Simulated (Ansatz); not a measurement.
Ansatz (a quantum-chemistry and plane-wave program) input (HF/3-21G): The .json file is the Basis Set Exchange's 3-21G.

Ansatz 0.2 input:
```yaml
crystal:
  periodic: [false, false, false]
  atoms:
    - {symbol: C, position_ang: [0.00000000, 0.00000000, 0.00000000]}
    - {symbol: Cl, position_ang: [1.06340389, 1.07197118, 1.03805104]}
    - {symbol: Cl, position_ang: [-1.03547436, -1.06027730, 1.07754577]}
    - {symbol: Cl, position_ang: [-1.08008898, 1.04374539, -1.04952531]}
    - {symbol: Cl, position_ang: [1.05215945, -1.05543927, -1.06607151]}
basis:
  gaussian:
    orbitals: 3-21G.json
hamiltonian:
  xc: {name: HF}
phonons: {temperatures: {t_min: 298.15, t_max: 298.15, t_step: 100}}
```

Output:

```
Functional definition: HF
integrals: 0.01 GiB planned
789 factors; integrals over basis functions are off by at most 3.2e-5 eV
mean field: 0.22 GiB planned
mean field evaluation 1: about -50791.2230 eV, gradient 4.1e1 eV
mean field evaluation 2: about -50791.4957 eV, gradient 4.1e1 eV
mean field evaluation 4: about -50797.4060 eV, gradient 3.1e0 eV
mean field evaluation 8: about -50797.4499 eV, gradient 2.2e-4 eV
mean field -50797.44985065 eV, -1866.7718502632 hartree, gradient 2.3e-5 eV, S^2 0.000000; 0 other end points of the search recorded, 0 dependent functions left out
the calculation of the forces begins
reference -50797.44985065 eV, -1866.7718502632 hartree; 37, 37 occupied and 24, 24 virtual orbitals, 789 factors
these checks for a lower state are left out or cut short: stability, starts, cluster_reference, orbital_swaps, neighbouring_geometries, increment
integrals: 0.01 GiB planned
789 factors; integrals over basis functions are off by at most 3.2e-5 eV
mean field: 0.22 GiB planned
mean field evaluation 16: about -50797.4497 eV, gradient 1.9e-3 eV
mean field -50797.44977077 eV, -1866.7718473276 hartree, gradient 3.0e-6 eV, S^2 0.000000; 0 other end points of the search recorded, 0 dependent functions left out
the calculation of the forces begins
reference -50797.44977077 eV, -1866.7718473276 hartree; 37, 37 occupied and 24, 24 virtual orbitals, 789 factors
these checks for a lower state are left out or cut short: stability, starts, cluster_reference, orbital_swaps, neighbouring_geometries, increment
integrals: 0.01 GiB planned
789 factors; integrals over basis functions are off by at most 3.2e-5 eV
mean field: 0.22 GiB planned
mean field -50797.44977077 eV, -1866.7718473276 hartree, gradient 3.0e-6 eV, S^2 0.000000; 0 other end points of the search recorded, 0 dependent functions left out
the calculation of the forces begins
reference -50797.44977077 eV, -1866.7718473276 hartree; 37, 37 occupied and 24, 24 virtual orbitals, 789 factors
these checks for a lower state are left out or cut short: stability, starts, cluster_reference, orbital_swaps, neighbouring_geometries, increment
integrals: 0.01 GiB planned
789 factors; integrals over basis functions are off by at most 3.2e-5 eV
mean field: 0.22 GiB planned
mean field evaluation 32: about -50797.1333 eV, gradient 2.3e-3 eV
mean field -50797.44980608 eV, -1866.7718486252 hartree, gradient 3.0e-6 eV, S^2 0.000000; 0 other end points of the search recorded, 0 dependent functions left out
the calculation of the forces begins
reference -50797.44980608 eV, -1866.7718486252 hartree; 37, 37 occupied and 24, 24 virtual orbitals, 789 factors
these checks for a lower state are left out or cut short: stability, starts, cluster_reference, orbital_swaps, neighbouring_geometries, increment
integrals: 0.01 GiB planned
789 factors; integrals over basis functions are off by at most 3.2e-5 eV
mean field: 0.22 GiB planned
mean field -50797.44980369 eV, -1866.7718485373 hartree, gradient 3.0e-6 eV, S^2 0.000000; 0 other end points of the search recorded, 0 dependent functions left out
the calculation of the forces begins
reference -50797.44980369 eV, -1866.7718485373 hartree; 37, 37 occupied and 24, 24 virtual orbitals, 789 factors
these checks for a lower state are left out or cut short: stability, starts, cluster_reference, orbital_swaps, neighbouring_geometries, increment
integrals: 0.01 GiB planned
789 factors; integrals over basis functions are off by at most 3.2e-5 eV
mean field: 0.22 GiB planned
mean field -50797.44983196 eV, -1866.7718495765 hartree, gradient 3.0e-6 eV, S^2 0.000000; 0 other end points of the search recorded, 0 dependent functions left out
the calculation of the forces begins
reference -50797.44983196 eV, -1866.7718495765 hartree; 37, 37 occupied and 24, 24 virtual orbitals, 789 factors
these checks for a lower state are left out or cut short: stability, starts, cluster_reference, orbital_swaps, neighbouring_geometries, increment
integrals: 0.01 GiB planned
789 factors; integrals over basis functions are off by at most 3.2e-5 eV
mean field: 0.22 GiB planned
mean field evaluation 64: about -50797.4498 eV, gradient 1.1e-2 eV
mean field -50797.44983088 eV, -1866.7718495369 hartree, gradient 3.0e-6 eV, S^2 0.000000; 0 other end points of the search recorded, 0 dependent functions left out
the calculation of the forces begins
reference -50797.44983088 eV, -1866.7718495369 hartree; 37, 37 occupied and 24, 24 virtual orbitals, 789 factors
these checks for a lower state are left out or cut short: stability, starts, cluster_reference, orbital_swaps, neighbouring_geometries, increment
integrals: 0.01 GiB planned
789 factors; integrals over basis functions are off by at most 3.2e-5 eV
mean field: 0.22 GiB planned
mean field -50797.44980406 eV, -1866.7718485511 hartree, gradient 3.0e-6 eV, S^2 0.000000; 0 other end points of the search recorded, 0 dependent functions left out
the calculation of the forces begins
reference -50797.44980406 eV, -1866.7718485511 hartree; 37, 37 occupied and 24, 24 virtual orbitals, 789 factors
these checks for a lower state are left out or cut short: stability, starts, cluster_reference, orbital_swaps, neighbouring_geometries, increment
integrals: 0.01 GiB planned
789 factors; integrals over basis functions are off by at most 3.2e-5 eV
mean field: 0.22 GiB planned
mean field -50797.44980644 eV, -1866.7718486384 hartree, gradient 3.0e-6 eV, S^2 0.000000; 0 other end points of the search recorded, 0 dependent functions left out
the calculation of the forces begins
reference -50797.44980644 eV, -1866.7718486384 hartree; 37, 37 occupied and 24, 24 virtual orbitals, 789 factors
these checks for a lower state are left out or cut short: stability, starts, cluster_reference, orbital_swaps, neighbouring_geometries, increment
integrals: 0.01 GiB planned
789 factors; integrals over basis functions are off by at most 3.2e-5 eV
mean field: 0.22 GiB planned
mean field evaluation 96: about -50797.4498 eV, gradient 1.7e-6 eV
mean field -50797.44983069 eV, -1866.7718495299 hartree, gradient 3.0e-6 eV, S^2 0.000000; 0 other end points of the search recorded, 0 dependent functions left out
the calculation of the forces begins
reference -50797.44983069 eV, -1866.7718495299 hartree; 37, 37 occupied and 24, 24 virtual orbitals, 789 factors
these checks for a lower state are left out or cut short: stability, starts, cluster_reference, orbital_swaps, neighbouring_geometries, increment
integrals: 0.01 GiB planned
789 factors; integrals over basis functions are off by at most 3.2e-5 eV
mean field: 0.22 GiB planned
mean field -50797.44983179 eV, -1866.7718495700 hartree, gradient 3.0e-6 eV, S^2 0.000000; 0 other end points of the search recorded, 0 dependent functions left out
the calculation of the forces begins
reference -50797.44983179 eV, -1866.7718495700 hartree; 37, 37 occupied and 24, 24 virtual orbitals, 789 factors
Total energy: -50797.44985065 eV, -1866.7718502632 hartree
Atom 0 at     0.000000     0.000000     0.000000 Å, force     0.000000     0.000000     0.000001 eV/Å
Atom 1 at     1.063404     1.071971     1.038051 Å, force     0.000304     0.000307     0.000297 eV/Å
Atom 2 at    -1.035474    -1.060277     1.077546 Å, force    -0.000296    -0.000304     0.000308 eV/Å
Atom 3 at    -1.080089     1.043745    -1.049525 Å, force    -0.000309     0.000298    -0.000300 eV/Å
Atom 4 at     1.052159    -1.055439    -1.066072 Å, force     0.000301    -0.000302    -0.000305 eV/Å
Dipole moment:    -0.000000    -0.000000    -0.000000 e Å
Vibrations: 219.34 219.34 309.33 309.33 309.33 432.38 815.06 815.06 815.07 cm⁻¹, zero-point energy 0.263109 eV
```

The blocks after the first are displaced geometries, from whose forces the wavenumbers follow.
